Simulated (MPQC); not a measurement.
# HCl (hydrogen chloride) at 6 levels

Aim: a comparison of 6 runs (HF/3-21G, HF/def2-SVP, HF/def2-TZVPD, PBE0/def2-SVP, PBE0/pcseg-2, MP2/6-31G*) of HCl (hydrogen chloride). 

Program for the calculation: MPQC 2.3.1.

4 further runs of the same task are left out: 4 set aside as unsound or not needed.

### 1 The structure to begin with

The species is HCl (2 atoms), meant as a singlet with charge 0. As SMILES, `Cl`. Geometry: relaxed at PBE0-D4/def2-TZVP.

Bond lengths: Cl1–H2 1.279 Å.

### 2 Energy and gradient at HF/3-21G (run 1)

File job.in:

```
% emacs should use -*- KeyVal -*- mode
molecule<Molecule>: (
   symmetry = c1
   unit = bohr
   { atoms geometry } = {
      Cl [ 1.03179046    -0.33731611     0.53063510 ]
      H  [ -1.03179046     0.33731611    -0.53063510 ]
   }
)
basis<GaussianBasisSet>: (
   name = "3-21G"
   molecule = $:molecule
   basisdir = "."
   puream = yes
)
mpqc: (
   checkpoint = no
   savestate = no
   restart = no
   do_energy = yes
   do_gradient = yes
   optimize = no
   mole<CLHF>: (
      molecule = $:molecule
      basis = $:basis
      total_charge = 0
      memory = 1000000000
      print_evals = yes
      print_npa = yes
      maxiter = 120
      value_accuracy = 1e-08
      guess_wavefunction<CLHF>: (
         molecule = $:molecule
         total_charge = 0
         memory = 1000000000
         value_accuracy = 1e-3
         basis<GaussianBasisSet>: (
            name = "STO-3G"
            molecule = $:molecule
         )
      )
   )
)
```

The basis set 3-21G is read from a file made from the Basis Set Exchange's data (not shown).

Run with:

```sh
$ mpqc -o job.out job.in
```

What it wrote:

```text
MPQC: Massively Parallel Quantum Chemistry
[...]
  LUMO is    10   A =   0.171705
  total scf energy = -457.8693115573
[...]
Value of the MolecularEnergy: -457.8693115573
  Gradient of the MolecularEnergy:
      1   -0.0074593436
      2    0.0024386315
      3   -0.0038362339
      4    0.0074593436
      5   -0.0024386315
      6    0.0038362339
  Function Parameters:
    value_accuracy    = 9.637522e-09 (1.000000e-08) (computed)
    gradient_accuracy = 9.637522e-07 (1.000000e-06) (computed)
    hessian_accuracy  = 0.000000e+00 (1.000000e-04)
[...]
      symmetry = c1
[...]
```

Wall time 0.2 s (1 thread of Intel Xeon 6975P-C (Granite Rapids), shared host).

### 3 Energy and gradient at HF/def2-SVP (run 2)

File mol.in:

```
% ClH
molecule<Molecule>: (
  symmetry = c1
  unit = angstrom
  { atoms geometry } = {
    Cl [ 0.546000 -0.178500 0.280800 ]
    H  [ -0.546000 0.178500 -0.280800 ]
  }
)
basis<GaussianBasisSet>: (
  name = "def2-SVP"
  molecule = $:molecule
  basisdir = "."
  puream = yes
)
mpqc: (
  checkpoint = no
  savestate = no
  restart = no
  do_energy = yes
  do_gradient = yes
  optimize = no
  mole<CLHF>: (
    molecule = $:molecule
    basis = $:basis
    total_charge = 0
    memory = 1000000000
    print_evals = yes
    print_npa = yes
    maxiter = 120
    value_accuracy = 1e-08
    guess_wavefunction<CLHF>: (
      molecule = $:molecule
      total_charge = 0
      memory = 1000000000
      value_accuracy = 1e-3
      basis<GaussianBasisSet>: (
        name = "STO-3G"
        molecule = $:molecule
      )
    )
  )
)
```

The basis set def2-SVP is read from a file made from the Basis Set Exchange's data (not shown).

Run with:

```sh
$ mpqc mol.in > mol.out
```

What it wrote:

```text
MPQC: Massively Parallel Quantum Chemistry
[...]
  LUMO is    10   A =   0.162053
  total scf energy = -459.9382591555
[...]
Value of the MolecularEnergy: -459.9382591555
  Gradient of the MolecularEnergy:
      1    0.0043072839
      2   -0.0014081505
      3    0.0022151746
      4   -0.0043072839
      5    0.0014081505
      6   -0.0022151746
  Function Parameters:
    value_accuracy    = 2.205082e-09 (1.000000e-08) (computed)
    gradient_accuracy = 2.205082e-07 (1.000000e-06) (computed)
    hessian_accuracy  = 0.000000e+00 (1.000000e-04)
[...]
      symmetry = c1
[...]
```

Run time: 0.22 s. Hardware: 1 thread of Intel Xeon 6975P-C (Granite Rapids), shared host.

Runs 3 to 5 aren't shown in full; the table further down has their settings and results.

### 4 Energy and gradient at MP2/6-31G(d) (spherical functions) (run 6)

File input.in:

```
molecule<Molecule>: (
  symmetry = c1
  unit = angstrom
  { atoms geometry } = {
    Cl [ 0.546000      -0.178500       0.280800 ]
    H  [ -0.546000       0.178500      -0.280800 ]
  }
)
basis<GaussianBasisSet>: (
  name = "6-31G*"
  molecule = $:molecule
  basisdir = "."
  puream = yes
)
mpqc: (
  checkpoint = no
  savestate = no
  restart = no
  do_energy = yes
  do_gradient = yes
  optimize = no
  mole<MBPT2>: (
    molecule = $:molecule
    basis = $:basis
    memory = 1000000000
    method = mp
    nfzc = 5
    reference<CLHF>: (
      molecule = $:molecule
      basis = $:basis
      total_charge = 0
      memory = 1000000000
      print_evals = yes
      maxiter = 120
      value_accuracy = 1e-08
      guess_wavefunction<CLHF>: (
        molecule = $:molecule
        total_charge = 0
        memory = 1000000000
        value_accuracy = 1e-3
        basis<GaussianBasisSet>: (
          name = "STO-2G"
          molecule = $:molecule
        )
      )
    )
  )
)
```

The basis set 6-31G* is read from a file made from the Basis Set Exchange's data (not shown).

Run with:

```sh
$ mpqc -o input.out input.in
```

What it wrote:

```text
MPQC: Massively Parallel Quantum Chemistry
[...]
  LUMO is    10   A =   0.165229
  total scf energy = -460.0582159580
[...]
  MP2 correlation energy [au]:         -0.130723302730
  MP2 energy [au]:                   -460.188939260697
[...]
Value of the MolecularEnergy: -460.1889392607
  Gradient of the MolecularEnergy:
      1   -0.0006589572
      2    0.0002154283
      3   -0.0003388923
      4    0.0006589572
      5   -0.0002154283
      6    0.0003388923
[...]
        symmetry = c1
[...]
```

Wall time 0.32 s (1 thread of Intel Xeon 6975P-C (Granite Rapids), shared host).

### 5 All runs side by side

```csv
run,level,task,starting guess,energy (Eh),HOMO energy (eV),LUMO energy (eV),HOMO–LUMO gap (eV),wall time
1,HF/3-21G,gradient,STO-3G,-457.869312,-13.04,4.67,17.72,0.2 s
2,HF/def2-SVP,gradient,STO-3G,-459.938259,-12.65,4.41,17.06,0.22 s
3,HF/def2-TZVPD,energy,STO-2G,-460.099097,-12.98,1.92,14.90,1.2 s
4,PBE0/def2-SVP,gradient,STO-3G,-460.502076,-9.03,0.95,9.98,2.4 s
5,PBE0/pcseg-2,gradient,3-21G,-460.673514,-9.47,0.09,9.56,8.1 s
6,MP2/6-31G* (spherical functions),gradient,STO-2G,-460.188939,-12.93,4.50,17.43,0.32 s
```

### 6 Outcome

| quantity | value |
| --- | --- |
| run 6: total energy | -460.18894 Eh |
| run 6: HOMO energy (Hartree–Fock orbitals) | -12.93 eV |
| run 6: LUMO energy (Hartree–Fock orbitals) | 4.50 eV |
| run 6: HOMO–LUMO gap (Hartree–Fock orbitals) | 17.43 eV |
| run 6: correlation energy (5 core orbitals frozen) | -130.7 mEh |
| run 6: largest force on an atom | 0.040 eV/Å |

What this shows: Over runs 1, 2, 3, 4, 5 the HOMO–LUMO gap runs from 9.56 eV (PBE0/pcseg-2) to 17.72 eV (HF/3-21G). The two ends differ in method and basis. All runs together took 12 s, the longest 8.1 s.
